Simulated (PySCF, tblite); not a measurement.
# H3N2F3, a gas-phase cluster of small molecules: NMR shifts, interaction energy, infrared bands, spin-spin couplings and electronic excitations

Wanted: the NMR shifts, interaction energy, infrared bands, spin-spin couplings and electronic excitations for `N#N` with 3 × `F`.

Programs: tblite 0.8.0 and PySCF 2.14.0. All values are calculated, for the isolated system unless a continuum is named. Atoms count from 0, parts from 1.

### 1 The system as given

8 atoms, charge 0, multiplicity 1; geometry: rigid parts in contact. Parts: 1 = atoms 0–1, `N#N`, charge 0; 2 = atoms 2–3, `F`, charge 0; 3 = atoms 4–5, `F`, charge 0; 4 = atoms 6–7, `F`, charge 0.

### 2 Docking the parts with GFN2-xTB

What the job is given:

```
{"job": {"kind": "dock", "xc": "GFN2-xTB", "basis": "xTB"}, "charge": 0, "multiplicity": 1, "parts": [{"atoms": "0-1", "charge": 0, "multiplicity": 1}, {"atoms": "2-3", "charge": 0, "multiplicity": 1}, {"atoms": "4-5", "charge": 0, "multiplicity": 1}, {"atoms": "6-7", "charge": 0, "multiplicity": 1}]}
N      0.569604     0.018306    -0.196242
N     -0.448728    -0.261959     0.097107
F      2.707420     1.383686    -0.976453
H      1.971117     0.939417    -0.566259
F      3.394792     3.761345    -2.036575
H      3.294300     2.928849    -1.610280
F      0.157485     2.628616     0.240467
H     -0.046371     3.393971    -0.254511
```

Level: GFN2-xTB search for minima from random contacts, gas phase.

Run with:

```
> OMP_NUM_THREADS=1 python cluster_run.py task.json out
```

This one command runs all jobs of the session in turn.

The log of the run:

```text
step      E/eV     max force
  0    -583.87387    0.135
  1    -583.87495    0.190
  2    -583.88617    0.600
  3    -583.89892    0.291
  4    -583.90146    0.118
  5    -583.90220    0.139
  6    -583.90425    0.170
  7    -583.91073    0.384
  8    -583.91850    0.549
  9    -583.93000    0.457
 10    -583.93597    0.120
 11    -583.93702    0.301
 12    -583.93773    0.179
 13    -583.93926    0.180
 14    -583.94090    0.277
 15    -583.94287    0.214
 16    -583.94475    0.116
 17    -583.94632    0.152
 18    -583.94693    0.318
 19    -583.94831    0.142
 20    -583.94907    0.122
 21    -583.95376    0.191
 22    -583.96000    0.367
 23    -583.97114    0.812
 24    -583.97637    1.235
 25    -583.98910    0.402
 26    -583.99403    0.173
 27    -583.99507    0.717
 28    -584.00098    0.217
 29    -584.00397    0.238
 30    -584.02087    0.361
 31    -584.03461    0.512
 32    -584.05136    0.701
 33    -584.07115    0.756
 34    -584.07926    0.355
 35    -584.08581    0.674
 36    -584.09567    0.639
 37    -584.10282    0.380
 38    -584.11177    0.187
 39    -584.11847    0.287
 40    -584.12146    0.222
 41    -584.12673    0.250
 42    -584.13295    0.175
 43    -584.13562    0.255
 44    -584.13647    0.105
 45    -584.13721    0.074
 46    -584.13951    0.070
 47    -584.14084    0.068
 48    -584.14240    0.088
 49    -584.14418    0.114
 50    -584.14563    0.122
 51    -584.14659    0.084
 52    -584.14737    0.064
 53    -584.14796    0.119
 54    -584.14878    0.172
 55    -584.15002    0.218
 56    -584.15159    0.222
 57    -584.15316    0.179
 58    -584.15416    0.075
 59    -584.15481    0.094
 60    -584.15562    0.130
 61    -584.15706    0.169
 62    -584.15988    0.288
 63    -584.16373    0.442
 64    -584.16753    0.243
 65    -584.16771    0.928
 66    -584.16871    0.376
 67    -584.17023    0.057
 68    -584.17055    0.138
 69    -584.17083    0.139
 70    -584.17111    0.057
 71    -584.17130    0.053
 72    -584.17148    0.097
 73    -584.17175    0.129
 74    -584.17206    0.130
 75    -584.17230    0.082
 76    -584.17239    0.019
 77    -584.17241    0.016
 78    -584.17243    0.028
 79    -584.17247    0.029
 80    -584.17254    0.039
 81    -584.17262    0.039
 82    -584.17268    0.022
 83    -584.17271    0.012

distinct minima (kcal/mol above the one taken): 0.00 6.10
by PBE0-D3(BJ)/def2-SVP single points: 0.00 9.21
binding energy -22.210 kcal/mol
```

Wall time 6.4 s (1 thread of Arm Neoverse V1, shared host).

Step by step:

```
step  energy from step 0 (eV)  largest force (eV/Å)
   0                   0.0000                0.1358
   3                  -0.0250                0.2902
   6                  -0.0304                0.1697
   9                  -0.0561                0.4561
  12                  -0.0639                0.1786
  15                  -0.0690                0.2140
  18                  -0.0731                0.3179
  21                  -0.0799                0.1903
  24                  -0.1025                1.2348
  27                  -0.1212                0.7171
  30                  -0.1470                0.3616
  33                  -0.1973                0.7562
  36                  -0.2218                0.6389
  39                  -0.2446                0.2866
  42                  -0.2591                0.1752
  45                  -0.2633                0.0746
  48                  -0.2685                0.0882
  51                  -0.2727                0.0839
  54                  -0.2749                0.1725
  57                  -0.2793                0.1786
  60                  -0.2817                0.1307
  63                  -0.2899                0.4415
  66                  -0.2948                0.3761
  69                  -0.2970                0.1388
  72                  -0.2976                0.0974
  75                  -0.2984                0.0826
  78                  -0.2986                0.0280
  81                  -0.2988                0.0394
  83                  -0.2988                0.0114
```

Distances of close pairs at the start and the end, largest changes first:

```
 bond  before (Å)  after (Å)  change (Å)
F6–H7       0.934      0.947      +0.013
F2–H3       0.953      0.964      +0.011
F4–H5       0.941      0.951      +0.011
N0–N1       1.096      1.095      -0.001
```

Contacts between the parts in the structure taken on (a selection, picked against the atoms' radii; other short pairs can be missing):

```
  atoms  distance (Å)  kind (by distance and angle)  angle (°)
H3···N0          1.60                 hydrogen bond        176
H5···F2          1.66                 hydrogen bond        147
H7···F4          1.70                 hydrogen bond        146
```

Minima and a leading contact of each: 0.00 kcal/mol, H3···N0 1.60 Å (hydrogen bond); 6.10 kcal/mol, H3···N1 1.61 Å (hydrogen bond).

### 3 Geometry optimisation at PBE0-D3(BJ)/def2-SVPD

What the job is given:

```
{"job": {"xc": "PBE0", "basis": "def2-SVPD", "d3": "d3bj", "grid": 2, "kind": "geom", "shake": 0.01}, "charge": 0, "multiplicity": 1, "parts": [{"atoms": "0-1", "charge": 0, "multiplicity": 1}, {"atoms": "2-3", "charge": 0, "multiplicity": 1}, {"atoms": "4-5", "charge": 0, "multiplicity": 1}, {"atoms": "6-7", "charge": 0, "multiplicity": 1}]}
N      0.624748     0.110722    -0.147096
N     -0.342724    -0.295484     0.207271
F      2.703650     1.280646    -1.041660
H      1.951193     0.891938    -0.682233
F      2.458345     3.756897    -1.359969
H      2.864785     2.908827    -1.369680
F      0.407522     2.711302    -0.296026
H      0.978174     3.398828    -0.641253
```

The log of the run:

```text
step   0  E = -410.18235848  max force = 0.041427
step   1  E = -410.18796447  max force = 0.005395
step   2  E = -410.18731419  max force = 0.008220
step   3  E = -410.18869596  max force = 0.001317
step   4  E = -410.18876450  max force = 0.000711
step   5  E = -410.18879008  max force = 0.000564
step   6  E = -410.18881673  max force = 0.000730
step   7  E = -410.18883496  max force = 0.000640
step   8  E = -410.18884471  max force = 0.000472
step   9  E = -410.18885153  max force = 0.000391
optimisation converged
```

Wall time 61 s (1 thread of Arm Neoverse V1, shared host); peak memory 0.58 GiB.

Along the way: (the energy doesn't fall at every step)

```
step  energy from step 0 (eV)  largest force component (eV/Å)
   0                   0.0000                          2.1303
   1                  -0.1525                          0.2774
   2                  -0.1349                          0.4227
   3                  -0.1725                          0.0677
   4                  -0.1743                          0.0366
   5                  -0.1750                          0.0290
   6                  -0.1757                          0.0375
   7                  -0.1762                          0.0329
   8                  -0.1765                          0.0243
   9                  -0.1767                          0.0201
```

Distances of close pairs at the start and the end, largest changes first:

```
 bond  before (Å)  after (Å)  change (Å)
F6–H7       0.958      0.937      -0.021
F2–H3       0.920      0.938      +0.018
N0–N1       1.108      1.096      -0.012
F4–H5       0.940      0.942      +0.002
```

The final coordinates are the input of the step that follows.

```
                         at the end point                value
rotational constants (GHz, main isotopes)  4.810, 1.741, 1.279
                        dipole moment (D)                 2.43
```

Contacts at the end point (a selection, picked against the atoms' radii; other short pairs can be missing):

```
  atoms  distance (Å)  kind (by distance and angle)  angle (°)
H5···F2          1.64                 hydrogen bond        164
H7···F4          1.69                 hydrogen bond        158
H3···N0          1.84                 hydrogen bond        176
```

Against the parts relaxed at this level the binding energy is -20.27 kcal/mol, without counterpoise.

### 4 Nuclear shieldings: PBE0/pcSseg-2

What the job is given:

```
{"job": {"kind": "nmr", "xc": "PBE0", "basis": "pcSseg-2"}, "charge": 0, "multiplicity": 1, "parts": [{"atoms": "0-1", "charge": 0, "multiplicity": 1}, {"atoms": "2-3", "charge": 0, "multiplicity": 1}, {"atoms": "4-5", "charge": 0, "multiplicity": 1}, {"atoms": "6-7", "charge": 0, "multiplicity": 1}]}
N      0.545904     0.040969    -0.116464
N     -0.392583    -0.376754     0.264733
F      2.858720     1.214967    -1.097984
H      2.063076     0.853677    -0.755711
F      2.515200     3.735683    -1.339828
H      2.794715     2.836266    -1.315671
F      0.270877     2.991007    -0.302435
H      0.989777     3.467850    -0.667286
```

Level: GIAO PBE0/pcSseg-2 NMR shielding, non-relativistic, gas phase.

The log of the run:

```text
coarse grid: 7248 points
cycle   1  E = -410.5585368937  dE =  7.821e-02  |g| = 8.178e-01  |ddm| = 1.716e+00
cycle   2  E = -410.4862752577  dE =  7.226e-02  |g| = 1.116e+00  |ddm| = 7.244e-01
cycle   3  E = -410.6582576691  dE = -1.720e-01  |g| = 1.098e-01  |ddm| = 4.019e-01
cycle   4  E = -410.6588894631  dE = -6.318e-04  |g| = 9.001e-02  |ddm| = 7.698e-02
cycle   5  E = -410.6603923424  dE = -1.503e-03  |g| = 1.009e-02  |ddm| = 3.922e-02
cycle   6  E = -410.6604058948  dE = -1.355e-05  |g| = 4.388e-03  |ddm| = 5.860e-03
cycle   7  E = -410.6604084673  dE = -2.572e-06  |g| = 5.678e-04  |ddm| = 1.599e-03
final grid: 72912 points
cycle   8  E = -410.6545495512  dE = -1.337e-04  |g| = 5.659e-03  |ddm| = 2.459e-02
cycle   9  E = -410.6545480726  dE =  1.479e-06  |g| = 6.403e-03  |ddm| = 5.062e-03
cycle  10  E = -410.6545534108  dE = -5.338e-06  |g| = 1.779e-03  |ddm| = 2.754e-03
cycle  11  E = -410.6545538249  dE = -4.141e-07  |g| = 9.511e-04  |ddm| = 1.123e-03
cycle  12  E = -410.6545539853  dE = -1.604e-07  |g| = 1.434e-04  |ddm| = 4.020e-04
cycle  13  E = -410.6545539892  dE = -3.823e-09  |g| = 1.852e-05  |ddm| = 1.120e-04
cycle  14  E = -410.6545539892  dE = -3.638e-11  |g| = 1.166e-05  |ddm| = 1.230e-05
converged SCF energy = -410.6545539892

GIAO shielding tensors (ppm)
atom      isotropic    diamagn.    paramagn.     s11        s22        s33       span
  0 N      -73.636     327.892    -401.528   -283.926   -279.071    342.090    626.016
  1 N      -92.738     324.657    -417.394   -308.930   -305.702    336.419    645.349
  2 F      383.648     468.005     -84.357    337.216    363.185    450.543    113.327
  3 H       25.589      28.317      -2.727     13.446     16.647     46.675     33.230
  4 F      388.988     466.725     -77.737    339.418    377.952    449.593    110.175
  5 H       23.954      28.443      -4.489     10.872     14.370     46.620     35.748
  6 F      401.331     468.361     -67.030    354.000    374.604    475.389    121.389
  7 H       25.018      30.127      -5.108     12.275     15.514     47.266     34.991

== part 1 alone, relaxed ==
coarse grid: 2128 points
cycle   1  E = -109.4387268645  dE =  1.286e-01  |g| = 9.593e-02  |ddm| = 1.183e+00
cycle   2  E = -109.4401148202  dE = -1.388e-03  |g| = 4.613e-02  |ddm| = 1.053e-01
cycle   3  E = -109.4405226648  dE = -4.078e-04  |g| = 8.176e-03  |ddm| = 5.343e-02
cycle   4  E = -109.4405359513  dE = -1.329e-05  |g| = 5.030e-04  |ddm| = 6.740e-03
cycle   5  E = -109.4405359907  dE = -3.931e-08  |g| = 8.623e-05  |ddm| = 7.330e-04
final grid: 21984 points
cycle   6  E = -109.4443766926  dE = -9.748e-06  |g| = 2.282e-03  |ddm| = 8.765e-03
cycle   7  E = -109.4443773184  dE = -6.258e-07  |g| = 1.518e-03  |ddm| = 3.620e-03
cycle   8  E = -109.4443777878  dE = -4.694e-07  |g| = 2.251e-05  |ddm| = 1.536e-03
cycle   9  E = -109.4443777879  dE = -6.852e-11  |g| = 6.389e-06  |ddm| = 3.142e-05
converged SCF energy = -109.4443777879

GIAO shielding tensors (ppm)
atom      isotropic    diamagn.    paramagn.     s11        s22        s33       span
  0 N      -93.818     325.007    -418.824   -310.551   -310.550    339.648    650.200
  1 N      -93.818     325.007    -418.824   -310.551   -310.550    339.648    650.200

== part 2 alone, relaxed ==
coarse grid: 1712 points
cycle   1  E = -100.3578112217  dE = -3.816e-02  |g| = 4.991e-01  |ddm| = 6.682e-01
cycle   2  E = -100.3250541232  dE =  3.276e-02  |g| = 7.163e-01  |ddm| = 4.654e-01
cycle   3  E = -100.3973691795  dE = -7.232e-02  |g| = 2.270e-02  |ddm| = 2.548e-01
cycle   4  E = -100.3974386006  dE = -6.942e-05  |g| = 4.241e-03  |ddm| = 9.345e-03
cycle   5  E = -100.3974404153  dE = -1.815e-06  |g| = 2.698e-04  |ddm| = 1.311e-03
final grid: 16976 points
cycle   6  E = -100.3941207280  dE = -2.741e-05  |g| = 3.609e-03  |ddm| = 7.788e-03
cycle   7  E = -100.3941195025  dE =  1.225e-06  |g| = 4.627e-03  |ddm| = 2.570e-03
cycle   8  E = -100.3941223639  dE = -2.861e-06  |g| = 1.808e-04  |ddm| = 1.533e-03
cycle   9  E = -100.3941223678  dE = -3.908e-09  |g| = 1.437e-05  |ddm| = 6.169e-05
cycle  10  E = -100.3941223678  dE = -2.626e-11  |g| = 2.760e-06  |ddm| = 5.979e-06
converged SCF energy = -100.3941223678

GIAO shielding tensors (ppm)
atom      isotropic    diamagn.    paramagn.     s11        s22        s33       span
  0 F      410.885     463.822     -52.937    375.521    375.521    481.614    106.093
  1 H       29.189      29.665      -0.476     21.752     21.752     44.061     22.309
```

It took 22 s on 1 thread of Arm Neoverse V1, shared host; peak memory 0.78 GiB.

No reference compound was run at this level, so shieldings alone are listed.

```
atoms             environment  σ (ppm)
   H5  hydrogen on a fluorine    23.95
   H7  hydrogen on a fluorine    25.02
   H3  hydrogen on a fluorine    25.59
   N1    nitrogen bonded to N    -92.7
   N0    nitrogen bonded to N    -73.6
   F2    fluorine bonded to H    383.6
   F4    fluorine bonded to H    389.0
   F6    fluorine bonded to H    401.3
```

The run also stored atomic charges by several schemes (e):

```
atoms  Mulliken    IAO  Hirshfeld  ESP fit
   N0      0.04   0.01       0.06     0.24
   N1      0.01   0.06       0.05    -0.06
   F2     -0.31  -0.45      -0.15    -0.28
   F4     -0.32  -0.46      -0.17    -0.38
   F6     -0.35  -0.51      -0.25    -0.43
```

Mayer bond orders: N0–N1 2.72.

Against the parts alone, each relaxed by itself:

```
atom  σ alone (ppm)  σ in the cluster  shift on binding (ppm)
  F2         410.89            383.65                  +27.24
  F4         410.89            388.99                  +21.90
  N0         -93.82            -73.64                  -20.18
  F6         410.89            401.33                   +9.55
  N1         -93.82            -92.74                   -1.08
  H5          29.19             23.95                   +5.24
  H7          29.19             25.02                   +4.17
  H3          29.19             25.59                   +3.60
```

[end of part 1 of 3]
